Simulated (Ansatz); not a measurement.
A calculation with Ansatz (development build ahead of 0.2.0).

```yaml
crystal:
  periodic: [false, false, false]
  atoms:
    - { symbol: O, position_ang: [0.0, 0.0, -0.11009] }
    - { symbol: H, position_ang: [0.0, 0.69384, 0.44036] }
    - { symbol: H, position_ang: [0.0, -0.69384, 0.44036] }
basis:
  gaussian: { orbitals: def2-TZVP }
hamiltonian:
  xc: hf
```

The input is written out in the form of the current development build from the run's settings.

The run gave:

| Quantity | Value |
| --- | --- |
| Converged | yes |
| Total energy | -76.05088 hartree |
| Spin squared of the determinant | 0.000 |
